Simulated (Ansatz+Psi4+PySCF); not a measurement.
The numbers below are computed, except where a source is named.
Input for Psi4 1.11:

```
molecule {
0 1
C 0.000000 0.000000 0.000000
H 1.887350 1.887350 1.887350
H -0.629120 -0.629120 0.629120
H 0.629120 -0.629120 -0.629120
H -0.629120 0.629120 -0.629120
}

set basis cc-pVTZ
set reference rhf
set scf_type pk
set mp2_type conv
set cc_type conv
set num_frozen_docc 1
energy('mp2')
```

The input is written out from the run's settings.

Output:

```
Converged                                                          : yes
Reference energy                                                   : -39.92397 hartree
Correlation energy                                                 : -0.24135 hartree
Total energy                                                       : -40.16532 hartree
Spin squared of the determinant                                    : 0.000
Occupied orbitals by symmetry in an Abelian subgroup (alpha; beta) : 4 Ap 1 App; 4 Ap 1 App
```

Caution: large amplitudes, a single reference is doubtful; an unrestricted determinant lies well below.
